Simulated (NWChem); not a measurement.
System: DMSO (C2H6OS); SMILES O=S(C)C

Results from NWChem. Pople sets run with spherical d functions. STO-3G and 3-21G are far too small for this property and stand as cheap habits. Structure relaxed at the PBE0/def2-SVP level. Field at 589 nm.

Question: Order these by “isotropic polarisability (bohr³)”, lowest first: B3LYP/STO-3G; B3LYP/aug-cc-pVDZ; B3LYP/6-31G*.

Answer: B3LYP/STO-3G (23.4), B3LYP/6-31G* (43.2), B3LYP/aug-cc-pVDZ (56.8)
